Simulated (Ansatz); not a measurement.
We consider antifluorite Mg2Ge, described by HISS (plane waves, PAW; Ansatz, an electronic-structure program).

Numerical settings: plane-wave cutoff 460 eV, 8×8×8 k mesh, Fermi–Dirac smearing 0.01 eV, scalar-relativistic PAW data made under PBE.

Cell (measured lattice):

```
Mg2Ge
1.0
    0.00000     3.19245     3.19245
    3.19245     0.00000     3.19245
    3.19245     3.19245     0.00000
Mg Ge
2 1
Cartesian
  1.59623   1.59623   1.59623
  4.78867   4.78867   4.78867
  0.00000   0.00000   0.00000
```

### Question
Give the computed band gap and smallest direct gap on the k points sampled.

### Answer

* **band gap**: 0.69 eV (on the SCF k mesh) (indirect)
* **smallest direct gap on the k points sampled**: 2.02 eV

Measured, for comparison: band gap 0.74 eV (temperature not stated, not corrected to a static lattice, indirect, Γ–X; as tabulated in Ryu et al. (2019), arXiv:1905.06140).

Note: cell and atoms aren't relaxed at this level (pressure -0.5 GPa).

Spin–orbit coupling is not included.
